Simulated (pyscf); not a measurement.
Elimination: HO–Ti(OH)(OH)–Cl -> H₂O + O=Ti(OH)–Cl

Gas phase, singlet surface, charge 0. Bonds broken: O1–Ti2, O3–H7. Bonds formed: O1–H7. Single points on ωB97X-D3(BJ)/def2-SVP structures (PySCF, gas phase).

Transition state (Å):

```xyz
8

O      0.5867     0.7754     0.1436
Ti    -1.0363    -0.3331    -0.1030
O      0.0394    -1.0787    -1.1392
O     -2.3237     0.5144    -0.9772
Cl    -1.7101    -1.5607     1.6194
H      0.6699     1.6992    -0.1194
H      0.7197    -0.1300    -0.7177
H     -2.5465     0.5737    -1.9129
```

One imaginary mode, 1615i cm⁻¹; descent along it reached the two sides named, in the forms told below.

| bond | change | reactant side (Å) | saddle | product side |
|---|---|---|---|---|
| O1–Ti2 | breaks | 1.764 | 1.981 | 2.120 |
| O3–H7 | breaks | 0.963 | 1.241 | 2.9 |
| O1–H7 | forms | 3.2 | 1.257 | 0.968 |

Electronic energies relative to the reactant's lowest minimum found (kJ/mol):

```tsv
level	barrier	reaction energy	reverse barrier
ωB97X-D3(BJ)/def2-TZVP	150.7	+212.9	-62.2
PBE/def2-TZVP	128.5	+200.8	-72.3
r²SCAN/def2-TZVP	140.2	+221.7	-81.5
B3LYP-D3(BJ)/def2-TZVP	150.0	+217.0	-67.0
PBE0-D3(BJ)/def2-TZVP	143.6	+215.5	-71.9
M06-2X/def2-TZVP	156.2	+233.5	-77.3
ωB97M-D3(BJ)/def2-TZVP	149.9	+206.4	-56.5
HF/def2-TZVP	211.0	+237.7	-26.7
```

With ωB97M-D3(BJ)/def2-TZVP energies and thermal terms (ideal gas, 1 atm, RRHO with modes under 100 cm⁻¹ raised to 100, one conformer, R ln 2 for chiral ones without a mode under 150 cm⁻¹), in kJ/mol:

| T (K) | ΔH‡ | ΔG‡ | ΔH | ΔG |
|---|---|---|---|---|
| 298 | 141.8 | 147.3 | +206.1 | +163.7 |
| 600 | 137.1 | 154.9 | +200.3 | +122.9 |
| 900 | 134.2 | 164.5 | +194.4 | +85.5 |
| 1200 | 132.1 | 174.9 | +188.7 | +50.0 |

On the product side the descent ends in an adduct with a O–Ti contact, 137.0 kJ/mol under the separated species and 74.8 kJ/mol under the saddle at ωB97X-D3(BJ)/def2-TZVP. At ωB97X-D3(BJ)/def2-TZVP, PBE, r²SCAN, B3LYP-D3(BJ), PBE0-D3(BJ), M06-2X, ωB97M-D3(BJ)/def2-TZVP, HF the saddle lies under the separated products, which points to a path from their complex (located at ωB97X-D3(BJ) alone), and parting the products costs more than the saddle. What is counted as broken (O–Ti) persists as a longer contact in the product adduct; parting that adduct is a step of its own. At the saddle there is also a short H–Ti contact that neither side keeps. This saddle turned up in a search for another step; its sides and bond changes are read from the two ends of the descent. This is the saddle that the search found; another between the same sides may lie lower.
